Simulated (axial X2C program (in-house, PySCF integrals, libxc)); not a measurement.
**PS⁻ at several levels of theory**

All values were computed with an in-house relativistic program for diatomic molecules. Spin-free means the one-electron spin-free X2C Hamiltonian; two-component (2c) means X2C with spin–orbit coupling and atomic mean-field two-electron Coulomb and Gaunt terms, so the difference of the two also holds small scalar two-electron terms. Basis: S dyall-av3z [9s8p3d2f], P dyall-av3z [9s8p3d2f] (cores contracted in-house); Gaussian nuclei, density fitting, unrestricted open shells. Masses: S 31.972 u, P 30.974 u.

Input file and command:
```json
{"zs": [16, 15], "q": -1, "bas": ["dyall-av3z", "dyall-av3z"], "levels": ["PBE0", "HF", "LDA"], "cc": true, "r0": 1.96, "thr": -2.0, "nmax": 90, "npts": 10, "nst": 2, "ntry": 6}
```
```bash
python so2c.py task.json out
```

Keys: zs atomic numbers; q charge; bas basis sets; levels methods; cc coupled cluster on or off; r0 starting distance in Å; thr threshold in hartree for freezing inner shells (an s shell follows its p shell); nmax most natural virtual spinors; npts points on the curve; nst determinants followed; ntry starts of the search. HF also brings MP2.

State, spin-free: M_S = 1, Λ = 0 (beyond evenly filled blocks: π+α, π-α); electrons by block: σα: 9, σβ: 9, π+α: 4, π+β: 3, π-α: 4, π-β: 3. Fragments: S- + P.

State, 2c: Ω = 1 (⟨Sz⟩ = 1.00, ⟨Lz⟩ = 0.00 at PBE0); electrons by block: 1/2: 12, -1/2: 13, 3/2: 4, -3/2: 3. Fragments: S- + P.

| Hamiltonian | level | Re (Å) | ωe (cm⁻¹) | ωexe (cm⁻¹) | αe (cm⁻¹) | De (eV) | D0 (eV) | k (mdyn/Å) | μ (D) |
| --- | --- | --- | --- | --- | --- | --- | --- | --- | --- |
| spin-free | PBE0 | 2.004 | 619.7 | 2.32 | 0.00144 | 4.02 | 3.98 | 3.56 | -0.20 |
| spin-free | HF | 2.005 | 625.6 | 2.57 | 0.00148 | 2.17 | 2.13 | 3.63 | 0.63 |
| spin-free | MP2 | 2.005 | 629.1 | 2.3 | 0.0014 | 3.75 | 3.71 | 3.67 | n/a |
| spin-free | CCSD | 2.014 | 611.3 | 2.51 | 0.00149 | 3.49 | 3.45 | 3.46 | n/a |
| spin-free | CCSD(T) | 2.022 | 599.3 | 2.43 | 0.0015 | 3.66 | 3.62 | 3.33 | n/a |
| spin-free | LDA | 2.007 | 600.9 | 2.34 | 0.00151 | 4.91 | 4.87 | 3.35 | -0.55 |
| 2c | PBE0 | 2.004 | 619.5 | 2.31 | 0.00144 | 4.02 | 3.98 | 3.56 | -0.20 |
| 2c | HF | 2.006 | 625.4 | 2.57 | 0.00148 | 2.14 | 2.10 | 3.63 | 0.63 |
| 2c | MP2 | 2.005 | 628.9 | 2.29 | 0.0014 | 3.73 | 3.69 | 3.67 | n/a |
| 2c | CCSD | 2.014 | 611.1 | 2.51 | 0.00149 | 3.47 | 3.43 | 3.46 | n/a |
| 2c | CCSD(T) | 2.022 | 599.1 | 2.43 | 0.0015 | 3.64 | 3.60 | 3.33 | n/a |
| 2c | LDA | 2.008 | 600.7 | 2.34 | 0.00151 | 4.88 | 4.85 | 3.34 | -0.55 |

Correlated methods: 12 electrons correlated (number of frozen shells: S 2 s, 1 p; P 2 s, 1 p), 198 virtual spin orbitals or spinors in MP2, 90 natural virtuals in coupled cluster.

Dipoles are positive if P is the positive end and refer to the centre of mass.

Occupations by symmetry block were frozen at the best pattern of an incomplete PBE0 search. De is counted from the lowest determinant-based energies of the atoms at the same level, without counterpoise correction. Density functionals use the spin component along the axis (collinear). CCSD and (T) use frozen natural virtuals with an MP2 correction for the truncation; (T) itself is uncorrected, so its De runs slightly low. The 2c atoms are single determinants rather than J levels; their spin–orbit lowering is only partly caught, and De is too large by that part. This holds for PBE0. PBE0 can misorder states that lie within some tenths of an eV, so this need not be the ground state of the molecule. The nearest other spin-free determinant of the search, M_S = 0, Λ = 2, lies 0.65 eV up at the distance of the search. The functionals have no current-density term, which raises determinants with orbital currents, atoms included. With several unpaired electrons one determinant need not be a pure state. Open-shell Ω = 0 determinants with evenly filled partner blocks cannot be reached by this program, so the Ω shown need not be the lowest component. This is the Ω = 1 component of a π² triplet; the 0⁺ component is not one determinant and can lie lowest. The highest occupied level of some functionals is positive through self-interaction error; at Hartree–Fock it is bound. Hartree–Fock gets electron affinities wrong, so its lowest charge split need not be the true one.

Rough cost a point (2c) on 1 thread(s) of a shared host, integrals apart: PBE0 0.3 s, HF 0.19 s, CCSD(T) 5 s, LDA 0.17 s.

The whole task took 120 s on 1 thread of Intel(R) Xeon(R) Platinum 8488C (Sapphire Rapids) (shared host).
